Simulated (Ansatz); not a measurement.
A small benchmark: atomisation enthalpy at 298 K

6 molecules holding an element from Na to Cl; the atomisation enthalpy at 298 K in kJ/mol, computed less measured. Shapes, held fixed at every level: PBE0-D4/def2-TZVP. Flexible molecules stand in one conformer, not always the lowest. Thermal terms are harmonic and unscaled (PBE0-D4/def2-TZVP); the spin-orbit lowering of the free atoms is taken from their spectra. Programs: Ansatz 0.2.0. Measured values: CRC Handbook of Chemistry and Physics.

Levels: A = B3LYP-D4/def2-TZVPP; B = wB97M-V/def2-TZVPP; C = CCSD(T)/def2-SVP.

```tsv
molecule	from tabulated heats	A	B	C
C3H5Cl (SMILES C=C(C)Cl)	3383	-7	+4	-159
C3H7Cl (SMILES CC(C)Cl)	3943	-8	+8	-173
C2H6O3S (dimethyl sulfite)	4250	-32	+1	-423
C4H9Cl (2-chloro-2-methylpropane)	5133	-13	+8	-214
C4H9Cl (SMILES CCCCCl)	5105	-10	+9	-217
C4H10S2 (diethyl disulfide)	5681	-5	+22	-317
```

**Question.** Which level does best on this set, which worst, and which err to one side?

**Answer.** 
```csv
level,kind,mean error,mean absolute error,worst case
B3LYP-D4/def2-TZVPP,global hybrid,-12.5,12.5,C2H6O3S
wB97M-V/def2-TZVPP,range-separated hybrid,+8.7,8.7,C4H10S2
CCSD(T)/def2-SVP,coupled cluster or CI,-250.5,250.5,C2H6O3S
```

On this set wB97M-V/def2-TZVPP has the smallest mean absolute error and CCSD(T)/def2-SVP the largest. B3LYP-D4/def2-TZVPP is too low in 6 of 6; wB97M-V/def2-TZVPP is too high in 6 of 6; CCSD(T)/def2-SVP is too low in 6 of 6. The heats of C3H5Cl, C3H7Cl, C4H9Cl, C4H9Cl come from older tables and can be uncertain by 10 kJ/mol or more. Heats of the atoms come from ATcT where it has them. The levels differ in basis as well as in method. With so many references in doubt the order of the levels isn't settled. Correlated wave functions converge slowly with the basis. The set is small.
